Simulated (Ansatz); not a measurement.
# H2S2: the cost of one run

Computed with Ansatz 0.2.0, driven from Python. The levels of theory stand in the script.

## Step 1: Starting point

Bond lengths: S1–S2 2.110 Å, S1–H3 1.373 Å, S2–H4 1.300 Å. Angles: S1–S2–H4 100.0°, S2–S1–H3 95.6°.

h2s2.xyz, read by the script:

```xyz
4

S     0.84860   -0.83130    0.18490
S     0.07260    1.12420    0.02750
H    -0.24320   -1.35710    0.83120
H    -0.62250    1.00390   -1.06390
```

## Step 2: Script

Input file h2s2.py:

```python
import ansatz
import numpy as np

geometry = ansatz.Crystal.molecule_from_extxyz("h2s2.xyz")

calc = (
    geometry.calculation()
    .functional("pbe0")
    .accuracy("medium")
    .scf(lower_state_search="light")
    .forces()
)
sets = {"none": "cc-pVTZ", "scalar": "cc-pVTZ-DK"}
found = {kind: calc.basis(gaussian=basis).pseudopotentials(relativity=kind).run(threads=1).report for kind, basis in sets.items()}
for kind, each in found.items():
    dipole = 4.803205 * np.linalg.norm(each["charge_distribution"]["dipole_moment_e_ang"])
    print(f"{kind:7s} E = {each['free_energy_ev']:.4f} eV  dipole {dipole:.3f} D  largest force component {np.abs(each['forces_ev_ang']).max():.4f} eV/A")
print(f"relativity lowers the total energy by {found['none']['free_energy_ev'] - found['scalar']['free_energy_ev']:.3f} eV")
```

## Step 3: What the engine is handed

The package turns the script's settings into the engine's input (first run):

```yaml
crystal:
  periodic: [false, false, false]
  atoms:
    - { symbol: S, position_ang: [0.8486, -0.8313, 0.1849] }
    - { symbol: S, position_ang: [0.0726, 1.1242, 0.0275] }
    - { symbol: H, position_ang: [-0.2432, -1.3571, 0.8312] }
    - { symbol: H, position_ang: [-0.6225, 1.0039, -1.0639] }
accuracy: medium
basis:
  gaussian:
    orbitals: cc-pVTZ
hamiltonian:
  xc: pbe0
  pseudopotentials:
    relativity: none
scf:
  lower_state_search: light
output:
  forces: true
```

## Step 4: The run

Started as:

```bash
$ python h2s2.py
```

**Question.** How long does this script take on 1 thread of Arm Neoverse N1, shared host, and how much memory does it need?

About 6 s, with a peak of 0.22 GiB.
